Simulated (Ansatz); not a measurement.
## HP (charge +1): a test of scalar relativity

Run with Ansatz's Python interface.

The script, `x2c_hp.py`:
```python
"""Scalar relativity in HP(+)."""

import ansatz as az
import numpy as np

molecule = (
    az.Crystal.molecule()
    .atom("P", [0.0, 0.0, 0.0])
    .atom("H", [0.0, 0.0, 1.485])
)

base = (
    molecule.calculation()
    .functional("b3lyp")
    .charge(1)
    .spin("collinear", total=1)
    .forces()
)
# a set contracted for a scalar-relativistic Hamiltonian goes with the relativistic run
sets = {"none": "cc-pVTZ", "scalar": "cc-pVTZ-DK"}
found = {kind: base.basis(gaussian=basis).pseudopotentials(relativity=kind).run().report for kind, basis in sets.items()}
for kind, each in found.items():
    dipole = 4.803205 * np.linalg.norm(each["charge_distribution"]["dipole_moment_e_ang"])
    print(f"{kind:7s} E = {each['free_energy_ev']:.4f} eV  dipole {dipole:.3f} D  largest force component {np.abs(each['forces_ev_ang']).max():.4f} eV/A")
print(f"relativity lowers the total energy by {found['none']['free_energy_ev'] - found['scalar']['free_energy_ev']:.3f} eV")
```

```console
$ python x2c_hp.py
none    E = -9293.6540 eV  dipole 0.664 D  largest force component 0.8627 eV/A
scalar  E = -9316.0519 eV  dipole 0.651 D  largest force component 0.8589 eV/A
relativity lowers the total energy by 22.398 eV
```

Notes:
- The settings weren't tested for convergence.
- The geometry is a force-field or estimated start, not a minimum of this method. The basis set changes with the Hamiltonian (a set recontracted for scalar relativity), and most of the change in the total lies in the cores.
- The species is open-shell (spin multiplicity 2).
- An ion's dipole depends on the origin; the program takes it about the centre of nuclear charge.
- b3lyp holds the VWN-RPA fit, as in Gaussian; the form of ORCA and Turbomole is b3lyp5.
- Timing: 1.4 s on 1 thread of Arm Neoverse V2, on a shared host, peak memory 0.16 GiB.
